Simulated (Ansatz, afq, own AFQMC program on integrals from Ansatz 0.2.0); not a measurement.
**O2, quintet in aug-cc-pVDZ, levels against CCSDT(Q)**

```tsv
atom	x (Å)	y (Å)	z (Å)
O	0.0000	0.0000	0.0000
O	0.0000	0.0000	1.1928
```

Basis aug-cc-pVDZ. Only valence electrons are correlated. AFQMC by an in-house program on the Cholesky factors that Ansatz 0.2.0 writes for its CCSD(T) run. ph-AFQMC/CISD is guided by a CISD state made of CCSD amplitudes; releasing the constraint for a short imaginary time cuts its bias at the price of noise, slowly where states lie close. ± is one standard error of the sampling.

Determinant: UHF, the one that the program's search chose, which needn't be the lowest solution. The geometry is a PBE0/def2-TZVP stationary point of this or a neighbouring charge and spin state.

No full CI on the walks' own integrals is used here; CCSDT(Q) serves as the reference and is uncertain by about the last step of the cluster series.

Cautions: another spin lies lower.

The T1 diagnostic is 0.0167 and the weight of the determinant in the CISD state is 0.908. The ⟨S²⟩ of the determinant is 6.032 and the size of the correlated space is 12 electrons in 44 orbitals.

| level | correlation energy (eV) |
| --- | --- |
| MP2 | -7.7155 |
| CCSD | -8.3745 |
| CCSD(T) | -8.5934 |

(1) Estimate where AFQMC with the constraint released lies against CCSD(T) on the same integrals.

(1) 1.39 ± 0.16 mEh below CCSD(T).

Reference: CCSDT(Q), correlation energy -8.637 eV. The released energy is read at 1.50 1/Eh (meV from the phaseless value at times in 1/Eh: -16 ± 4 at 0.24, -27 ± 3 at 0.50, -34 ± 3 at 1.00, -34 ± 4 at 1.50).

| level | E − E(reference) (mEh) | share of correlation (%) |
| --- | --- | --- |
| CCSD(T) | 1.62 | 99.49 |
| CCSDT | 0.84 | 99.73 |
| ph-AFQMC/CISD | 1.46 ± 0.12 | 99.54 |
| released AFQMC | 0.23 ± 0.16 | 99.93 |

A walk keeps the symmetry of its determinant, which the program's search chose and which needn't be the lowest solution, so a lower state of the same spin and another symmetry isn't excluded. Released energies are given only where the last usable release times agree within the noise; a slower fall can still hide under it.
